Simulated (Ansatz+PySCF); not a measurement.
singlet NO2(-): levels of theory in one basis

```xyz
3

N     0.0000    0.0000   -0.4566
O     0.0000    1.0612    0.1998
O     0.0000   -1.0612    0.1998
```

Basis set: def2-SVP (spherical functions). Frozen core: 3 orbitals. Charge -1, multiplicity 1.

Computed with Ansatz (development build ahead of 0.2.0); each method stands on the lowest determinant of its kind that the runs found. NEVPT2 correlates all electrons. Active spaces start from the frontier orbitals, and the lowest solution found is given.

| method | E − E(RHF) (eV) | <S²> of the determinant |
| --- | --- | --- |
| RHF | 0.00 | 0.00 |
| RHF-MP2 | -14.58 | – |
| RHF-CCSD | -14.60 | – |
| RHF-CCSD(T) | -15.13 | – |
| CASSCF(4,3) | -0.97 | – |
| CASSCF(2,2) | -0.77 | – |
| SC-NEVPT2(4,3) | -15.08 | – |
| SC-NEVPT2(2,2) | -14.65 | – |

(1) Is a single determinant a sound starting point here?

Results:

(1) By this sign, yes. Unrestricted orbitals gain 0.00 eV and <S²> is 0.00 against 0.00 for a pure state. The CASSCF(4,3) natural occupations are 1.98, 1.94, 0.08. The CASSCF(2,2) natural occupations are 1.93, 0.07.

Caution: no diffuse functions for an anion. Caution for CASSCF(4,3), CASSCF(2,2): other starts end on other solutions of this active space.
